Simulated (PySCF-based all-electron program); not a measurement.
**Bond force of NaF, singlet**

All-electron Kohn–Sham DFT on the free molecule, computed near the basis limit with an in-house program on PySCF integrals; the spin-free Dirac equation, no spin–orbit coupling, spin-restricted. Forces are good to about 0.008 eV/Å. A positive force pushes the atoms apart.

```json
{"r (Å)": "1.7334", "LDA (eV/Å)": "3.145", "PBEsol (eV/Å)": "3.496", "HSE06 (eV/Å)": "?"}
{"r (Å)": "1.926", "LDA (eV/Å)": "-0.178", "PBEsol (eV/Å)": "0.086", "HSE06 (eV/Å)": "?"}
{"r (Å)": "2.1186", "LDA (eV/Å)": "-1.442", "PBEsol (eV/Å)": "-1.246", "HSE06 (eV/Å)": "?"}
```

**Question.** Fill in the missing HSE06 forces.

**Answer.** 1.7334 Å: 3.501 eV/Å; 1.926 Å: 0.037 eV/Å; 2.1186 Å: -1.320 eV/Å.

**Question.** Between which listed lengths does the HSE06 force vanish, and at which of the two is it smaller?

**Answer.** Between 1.926 and 2.119 Å. The force is smaller at 1.926 Å.

**Question.** At 1.926 Å, order the functionals from the one that pulls the atoms together most to the one that pushes them apart most.

**Answer.** LDA (-0.178), HSE06 (0.037), PBEsol (0.086).
